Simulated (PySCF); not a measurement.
## A search over the determinants of BP

Unrestricted PBE0; basis B x2c-TZVPPall, P x2c-TZVPPall; spin-free X2C with a Gaussian nucleus; PySCF 2.14. Outer shells of the fragments: B 2s2 2p1; P 3s2 3p3.

Followed along the bond (rough minima from three points):

```
2Ms+1  unpaired  ⟨S²⟩ at the start  R at minimum (Å)  Te (eV)
    3  σ ↑, π ↑               2.01              1.74     0.00
    1  σ ↓, π ↑               1.05              1.75     0.14
    1      none               0.00  none in the scan   ≤ 0.86
    3      π ↑↑               2.01  none in the scan   ≤ 1.05
    1      π ↑↓               1.01  none in the scan   ≤ 1.35
```

Solutions found at the starting distance of 1.880 Å, counted from the lowest of them; the search is not exhaustive and high or unbound solutions are not listed, so other states can lie among these:

```tsv
2Ms+1	unpaired	term	E (eV)	⟨S²⟩	⟨Lz²⟩	μ (D)
3	σ ↑, π ↑	³Π	0.00	2.01	1.02	-0.35
1	σ ↓, π ↑	mixed	0.12	1.05	1.01	-0.37
3	π ↑↑	³Σ⁻	0.83	2.01	0.00	2.33
1	π ↑↓	mixed	1.12	1.01	2.03	2.39
1	none	¹Σ⁺	1.23	0.00	0.00	-1.05
5	σ ↑, π ↑↑↑	⁵Π	2.11	6.01	1.00	0.60
```

A term symbol is given only where ⟨S²⟩ and ⟨Lz²⟩ are close to those of a pure state; real π, δ and φ orbitals otherwise mix terms. A positive dipole means B(−)P(+).
